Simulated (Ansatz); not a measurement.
What does this script print? It uses the Ansatz DFT code, driven from Python.

Script `conformers_c3h4fno.py`:
```python
'''Conformer energies of C3H4FNO.'''

import ansatz as az
from rdkit import Chem
from rdkit.Chem import AllChem


def main() -> None:
    rd = Chem.AddHs(Chem.MolFromSmiles('C=NC(O)=CF'))
    ids = list(AllChem.EmbedMultipleConfs(rd, numConfs=20, randomSeed=853, pruneRmsThresh=0.4))
    field = [energy for _, energy in AllChem.MMFFOptimizeMoleculeConfs(rd)]
    distinct = {round(e, 2): i for i, e in zip(ids, field)}
    chosen = sorted(distinct.items())[:3]
    found = []
    for force_field, index in chosen:
        c3h4fno = az.Crystal.molecule()
        for atom, xyz in zip(rd.GetAtoms(), rd.GetConformer(index).GetPositions()):
            c3h4fno = c3h4fno.atom(atom.GetSymbol(), xyz.round(5).tolist())
        setup = c3h4fno.calculation().basis(gaussian='6-31G*').functional('pbe')
        found.append(setup.run(threads=1, pin='off').report['free_energy_ev'])
    print('conformer   MMFF (kcal/mol)   this level (eV)')
    for (force_field, index), e in zip(chosen, found):
        print(f'{index:9d} {force_field - chosen[0][0]:17.2f} {(e - min(found)):17.3f}')


if __name__ == '__main__':
    main()
```

`python conformers_c3h4fno.py` gives:
```text
conformer   MMFF (kcal/mol)   this level (eV)
        2              0.00             0.000
        1              2.32             0.560
        3              6.66             0.321
```

The conformers keep their force-field geometries. Finished in 6.6 s on 1 thread of Arm Neoverse V2, on a shared host, peak memory 0.25 GiB.

(Lines on the test bed's own set-up are left out of the output.)
